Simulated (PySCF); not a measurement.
**Bond length, frequency and bond energy of CH⁻ by level of theory**

State: ³Σ⁻ (triplet), unpaired electrons π ↑↑. Set-up: PySCF, no relativity, basis sets H aug-pcseg-1, C aug-pcseg-1. De refers to H + C⁻ in their high-spin ground configurations, without counterpoise correction. The functionals are run spin-unrestricted. A positive dipole points towards C; it is taken about the centre of mass and depends on that origin.

```
      Level  Re (Å)  ωe (cm⁻¹)  De (eV)  μ (D)
        UHF   1.131       2738      n/a  -1.50
    UHF-MP2   1.136       2759     3.23    n/a
UHF-SCS-MP2   1.137       2743      n/a    n/a
   UHF-CCSD   1.144       2654     3.29    n/a
UHF-CCSD(T)   1.146       2631     3.32    n/a
        PBE   1.157       2553     3.57  -1.19
       PW91   1.155       2557     3.58  -1.19
       TPSS   1.151       2579     3.68  -1.26
     r²SCAN   1.147       2604     3.53  -1.31
       PBE0   1.145       2650     3.53  -1.28
      ωB97X   1.143       2665     3.54  -1.45
     B2PLYP   1.142       2659     3.54  -1.33
```

Problem. Which functional lies closest to UHF-CCSD(T) in De, which farthest, and by how much do they differ from it?

Solution. Closest is r²SCAN (+0.1 pm in Re, -1.0 % in ωe, +0.21 eV in De against UHF-CCSD(T) in the same basis), farthest TPSS (+0.5 pm in Re, -2.0 % in ωe, +0.36 eV in De). CCSD(T) converges more slowly with the basis than the functionals do and binds too weakly in this one, so the order can change at the basis-set limit.

Problem. What does a quarter of exact exchange do here, going from PBE to PBE0?

Solution. PBE0 less PBE: -1.2 pm in Re, +3.8 % in ωe, -0.04 eV in De. Exact exchange removes part of the self-interaction that spreads semilocal densities, and in most molecules shortens and stiffens the bond and lowers De; so it does here.

Problem. What does the step from GGA to meta-GGA do here, going from PBE to r²SCAN?

Solution. r²SCAN less PBE: -1.0 pm in Re, +2.0 % in ωe, -0.04 eV in De. 

Correlated steps freeze 1 core orbital. Correlated levels converge slowly with the basis: in double zeta they bind strong bonds too weakly, by up to about 1 eV, and carry superposition errors of some tenths. For an ion De counts to the pair picked by the measured ionisation energies or electron affinities, which need not be the lowest pair at this level. The highest Kohn–Sham level is positive in this anion. Much of that is self-interaction error, but it also means that the finite basis helps to hold the extra electron. B2PLYP dipoles, levels and charges come from its SCF part alone. The state was picked by a PBE0 search and need not be the measured ground state.
